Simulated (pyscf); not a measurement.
Structures and frequencies: ωB97X-D3(BJ)/def2-SVP in PySCF. Correlated levels are frozen-core, on RHF or UHF. ΔMP2 is the change of the MP2 total energy from the triple- to the quadruple-zeta basis.

Question: Estimate the classical barrier height and the reaction energy of HCl (SMILES Cl) + :HSi–Cl (SMILES [SiH]Cl) [singlet] → Cl–SiH₂–Cl (SMILES Cl[SiH2]Cl) at CCSD(T)/def2-TZVPP + ΔMP2(QZVPP). The step runs on the singlet surface, breaks Cl–H and forms Cl–Si, H–Si; take the separated reactants as zero.

Answer: ΔE‡ = 25.6 kJ/mol, ΔE = -288.2 kJ/mol. Zero-point energy shifts the barrier by +1.5 kJ/mol. It is an insertion, with an imaginary mode of 1130i cm⁻¹. On the reactant side the descent ends in a complex, 29.1 kJ/mol under the separated species and 44.3 kJ/mol under the saddle at ωB97X-D3(BJ)/def2-TZVP. At ωB97X-D3(BJ) the barrier from the zero used here is 15.2 kJ/mol. The same reactants have a lower exit, to Cl–Si:–Cl [singlet] + H₂ (barrier +4.5 kJ/mol at ωB97M-D3(BJ), against +26.2 kJ/mol here). One saddle was located; it need not be the lowest between these sides. The CCSD(T) − MP2 part came from Ansatz, without density fitting, on the same reference.
